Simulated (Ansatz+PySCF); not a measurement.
The numbers below are computed, except where a source is named.
## PySCF 2.14.0 run

```python
from pyscf import gto, scf, cc

mol = gto.M(atom="""
C 0.000000 0.000000 0.000000
Si 0.624090 0.832130 1.801610
""", basis='sto-3g', charge=0, spin=2)
mf = scf.UHF(mol)
mf.kernel()
mycc = cc.CCSD(mf, frozen=6).run()
et = mycc.ccsd_t()
print(mf.e_tot, mycc.e_corr, et, mycc.e_tot + et)
```

The script is written out from the run's settings.

Output:

```json
{"Converged": "yes", "Reference energy": "-322.68752 hartree", "CCSD correlation energy": "-0.11785 hartree", "Triples correction": "-0.00656 hartree", "Total energy": "-322.81193 hartree", "Spin squared of the determinant": "2.014"}
```

This is not the lowest solution: another run reaches a determinant 1.93 eV lower. Caution: another reference gives a lower total.
